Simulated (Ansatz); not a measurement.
Basis-set extrapolation for AlF₃ (PBE0-D4/def2-TZVP geometry, frozen core, Ansatz). Multiplicity 1, RHF reference.

|  | def2-TZVPP | def2-QZVPP |
| --- | --- | --- |
| HF | -540.618322 | -540.641558 |
| MP2 correlation | -0.824279 | -0.904396 |
| CCSD(T) correlation | -0.844621 | -0.923542 |

Energies in hartree. Use E(X) = E(∞) + A·exp(−7.88·√X) for Hartree–Fock and E(X) = E(∞) + B·X^(−2.97) for correlation, with X = 3 and 4.

Question: What is the CCSD(T) energy at the basis-set limit?

Answer: HF limit: -540.641558 + (-0.023236) × 0.13774 = -540.64476. Correlation limit: -0.923542 + (-0.078921) × 0.74074 = -0.98200. Total: -541.62676 hartree, 102.8 kcal/mol below CCSD(T)/def2-TZVPP.
